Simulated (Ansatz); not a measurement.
# AlBH4O: one species, many methods

The task here is to estimate one member of a computed series from the others.

Computed with Ansatz 0.2.0, Gaussian basis. Level: functionals in def2-TZVPP, the program's frozen cores in correlated methods.

Plan: LDA (SPW92), PBE-D4, revPBE-D4, BLYP-D4, r2SCAN-D4, B97M-V, PBE0-D4, B3LYP-D4, r2SCANh-D4, r2SCAN0-D4, HSE06-D4, BHLYP-D4, CAM-B3LYP-D4, LC-ωPBE, ωB97X-V, ωB97M-V, B2PLYP, PBE-QIDH; CCSD(T)/def2-SVP; CCSD(T)/def2-TZVPP; MP2/def2-QZVPP; extrapolation to the limit; RPA on PBE.

## The relaxed structure

An earlier PBE0-D4 in a triple-zeta def2 set relaxation fixed the geometry.

SMILES `O[BH][AlH2]`, 7 atoms, charge 0, spin multiplicity 1.

Atoms are counted from 1 here; the program's logs count them from 0.

Bond lengths: O1–B2 1.358 Å, O1–H4 0.962 Å, B2–Al3 2.147 Å, B2–H5 1.212 Å, Al3–H6 1.595 Å, Al3–H7 1.595 Å. Angles: B2–O1–H4 113.8°, O1–B2–Al3 119.1°, O1–B2–H5 117.3°, Al3–B2–H5 123.6°, B2–Al3–H6 121.6°, B2–Al3–H7 121.6°, H6–Al3–H7 116.7°.

Set-up of the first run:

The input, in.yaml:

```yaml
crystal:
  periodic: [false, false, false]
  atoms:
    - {symbol: O, position_ang: [-1.409192, -0.698769, -0.711813]}
    - {symbol: B, position_ang: [-0.371868, 0.174097, -0.635478]}
    - {symbol: Al, position_ang: [0.997630, 0.029291, 1.011994]}
    - {symbol: H, position_ang: [-1.973427, -0.564400, -1.479691]}
    - {symbol: H, position_ang: [-0.274880, 1.000488, -1.516933]}
    - {symbol: H, position_ang: [0.769137, 0.844329, 2.364297]}
    - {symbol: H, position_ang: [2.323799, -0.853035, 0.921925]}
basis:
  gaussian: {orbitals: def2-TZVPP}
hamiltonian: {xc: lda}
output: {orbitals: {seedname: orbitals}}
```

Started as:

```console
> ansatz run in.yaml --threads 2 --pin off --events-out ev --progress --plain --max-ram 4352MiB
```

Among the steps run: LDA; PBE-D4 (GGA); revPBE-D4 (GGA); BLYP-D4 (GGA); r2SCAN-D4 (meta-GGA); B97M-V (meta-GGA); B3LYP-D4 (hybrid); r2SCANh-D4 (hybrid); r2SCAN0-D4 (hybrid); HSE06-D4 (hybrid); BHLYP-D4 (hybrid); CAM-B3LYP-D4 (range-separated); LC-ωPBE (range-separated); ωB97X-V (range-separated); ωB97M-V (range-separated); B2PLYP (double hybrid); PBE-QIDH (double hybrid).

One table of the session follows, with a row left open; its other results are not shown here.

It belongs to the step «Frontier levels by functional». 

```
  functional  HOMO (eV)  LUMO (eV)  gap (eV)
 LDA (SPW92)      -5.87      -2.54      3.33
      PBE-D4      -5.82      -2.31      3.51
   revPBE-D4      -5.78      -2.20      3.58
     BLYP-D4      -5.72      -2.20      3.52
   r2SCAN-D4      -6.04      -1.98      4.06
      B97M-V      -6.12      -2.23      3.89
     PBE0-D4      -7.00      -1.53      5.47
    B3LYP-D4      -6.83      -1.74      5.08
  r2SCANh-D4          ?          ?         ?
  r2SCAN0-D4      -7.15      -1.34      5.80
    HSE06-D4      -6.60      -1.90      4.71
    BHLYP-D4      -8.13      -0.77      7.36
CAM-B3LYP-D4      -8.36      -0.61      7.75
     LC-ωPBE      -9.68       0.51     10.19
     ωB97X-V      -9.34       0.38      9.73
     ωB97M-V      -9.13       0.07      9.20
```

**Question.** Estimate the row for r2SCANh-D4.

Worked estimate for «HOMO (eV)». Against the share of exact exchange, r2SCAN-D4 (0, -6.04), r2SCAN0-D4 (0.25, -7.15) give a slope of -4.44 per unit share; at 0.1 the line stands at -6.48.

**Answer.** HOMO (eV): -6.48; LUMO (eV): -1.72; gap (eV): 4.76. In «HOMO (eV)» the line misses by 0.00.
